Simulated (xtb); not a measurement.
hydroxide (HO), SMILES [OH-], charge -1. All values are semi-empirical tight-binding results from xtb (GFN2-xTB unless named), good for trends rather than for accurate numbers. Geometry: GFN2-xTB.

Optimised geometry:

```xyz
2

O      0.0000     0.0000    -0.1087
H      0.0000     0.0000     0.8697
```
Charge -1, spin multiplicity 1.

Computed properties:
| Property | Result |
|---|---|
| point group as xtb finds it | C∞v |
| orbital gap | 13.23 eV |
| static polarisability (D4 model) | 11.0 bohr³ |
| solvation energy, GFN2-xTB/ALPB(water) | -91.8 kcal/mol |
| solvation energy, GFN2-xTB/ALPB(benzene) | -70.8 kcal/mol |

Computed IR lines (harmonic; lines under 4 % of the strongest left out, lines within 3 cm⁻¹ merged):
ν (cm⁻¹): 3403 (vs) (against the strongest line: vs over 80 %, s over 45 %, m over 15 %, w over 4 %, vw less)

Question: Give the atomic charges. (The exact figures need the calculation; the answer reports its results.)

Answer: charges (e) O1 -1.03, H2 0.03.
